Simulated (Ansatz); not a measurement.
Cartesian coordinates in Å:
```
Cl -1.4542 -2.2784 0.8664
C -0.5837 -0.9305 0.3340
C -0.3464 0.2736 0.9049
C 0.4547 0.9834 -0.0389
C 0.6312 0.1534 -1.0912
O -0.0025 -1.0275 -0.8741
H -0.6974 0.6044 1.8678
H 0.8455 1.9833 0.0601
H 1.1530 0.2382 -2.0290
```

Total charge 0; spin multiplicity 1.

(1) List the PBE0/def2-TZVPP orbital energies in eV (Ansatz 0.2.0). (Best estimate.)

## Answers

(1) The calculation gave: Occupied: -2768.09, -524.97, -281.16, -279.79, -278.54, -278.52, -259.90, -198.25, -198.02, -198.01, -31.81, -24.78, -22.93, -20.66, -17.43, -16.04, -15.37, -13.56, -12.99, -12.00, -11.68, -11.17, -10.18, -9.43, -8.44, -6.62. Lowest empty: -0.01, 1.18, 1.46, 2.08, 2.62, 2.76, 3.29, 4.05.
